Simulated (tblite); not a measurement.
# ClH9N3: the cost of one run

Computed with tblite 0.8.0 and PySCF 2.14.0; each step states its level. No surroundings beyond the atoms listed, unless a continuum is named. Atoms count from 0, parts from 1.

## (1) The system as given

13 atoms, charge -1, multiplicity 1; geometry: rigid parts in contact. Parts: 1 = atom 0, `[Cl-]`, charge -1; 2 = atoms 1–4, `N`, charge 0; 3 = atoms 5–8, `N`, charge 0; 4 = atoms 9–12, `N`, charge 0.

## (2) Search for minima with GFN2-xTB

Job settings and geometry (Å):

```
{"job": {"kind": "dock", "xc": "GFN2-xTB", "basis": "xTB"}, "charge": -1, "multiplicity": 1, "parts": [{"atoms": "0-0", "charge": -1, "multiplicity": 1}, {"atoms": "1-4", "charge": 0, "multiplicity": 1}, {"atoms": "5-8", "charge": 0, "multiplicity": 1}, {"atoms": "9-12", "charge": 0, "multiplicity": 1}]}
Cl     0.071053    -0.021269    -0.155286
N      0.645194    -1.755960     2.850631
H      0.487182    -1.069974     2.110468
H      1.478955    -2.265303     2.571833
H     -0.124159    -2.414518     2.771317
N     -2.042722     1.239758     2.078846
H     -1.450003     2.010881     2.374493
H     -1.846987     0.478474     2.723734
H     -1.644624     0.929477     1.189827
N      2.610453    -2.083494    -0.446608
H      1.624936    -2.028743    -0.692961
H      2.646445    -1.583446     0.436845
H      3.073968    -1.473369    -1.113207
```

Method: GFN2-xTB search for minima from random contacts, gas phase.

On the command line:

```bash
OMP_NUM_THREADS=1 python cluster_run.py task.json out
```

This one command runs all jobs of the session in turn.

**Question.** How long does this first job take on 1 thread of Arm Neoverse V1, shared host?

About 10 s.
